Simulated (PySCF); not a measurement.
**Ar: ionisation energy**

Ar [Ar] (1S) → Ar+ [Ne] 3s2 3p5 (2P), as a difference of total energies. Computed with PySCF 2.14 in def2-TZVP (5s5p2d1f, 37 functions), with no relativity, point nucleus. Correlated levels: valence: [Ne] frozen. The calculations carry no spin-orbit coupling.

Problem. Order these methods by the ionisation energy they give, lowest first.
A. CCSD (valence)
B. MN15
C. MP2 (valence)
D. LDA

Solution. A (15.498 eV), C (15.682 eV), B (15.802 eV), D (15.985 eV).

Errors of the correlated levels include the incompleteness of this basis and the frozen core.

For comparison: 15.819 eV (measured; NIST levels, between the centres of gravity of the two terms).
